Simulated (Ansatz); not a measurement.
Cartesian coordinates (Å):
SMILES: [NH2]
```xyz
3

N     -0.0013     0.4256     0.0000
H     -0.8056    -0.2153     0.0000
H      0.8069    -0.2103     0.0000
```
Charge 0, spin multiplicity 2.

Level of theory: frozen-core CCSD(T)/cc-pVTZ // B3LYP-D3(BJ)/def2-TZVP (Ansatz, a quantum-chemistry and plane-wave program).

HF energy: -55.58579 Ha
MP2 correlation energy: -0.18471 Ha

**Question.** Estimate the CCSD correlation energy, the (T) correction, the total energy and the T1 diagnostic.

**Answer.** 
* **CCSD correlation energy**: -0.20215 Ha
* **(T) correction**: -0.00565 Ha
* **CCSD(T) total energy**: -55.79359 Ha
* **T1 diagnostic**: 0.008
